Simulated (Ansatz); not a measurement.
## Active spaces for CH₂O, singlet

Calculated in Ansatz's Gaussian-basis code. Basis cc-pVDZ, nonrelativistic, 2 orbitals frozen in the corrections. State-specific CASSCF; RHF is the lowest restricted (open-shell) Hartree–Fock solution met. Solutions may break the symmetry of the shape. The lowest solution met needn't be the lowest there is, nor hold the orbitals that a chemist would pick.

Geometry:

```xyz
4

C     0.0000    0.0000   -0.4810
O     0.0000    0.0000    0.6194
H     0.0000   -0.8689   -1.0347
H     0.0000    0.8689   -1.0347
```

Question: What do CASSCF and its corrections give against RHF in CAS(4,3), and what are the occupations?

Answer: CASSCF -0.853 eV, SC-NEVPT2 -8.208 eV; occupations 2.00, 1.94, 0.06.
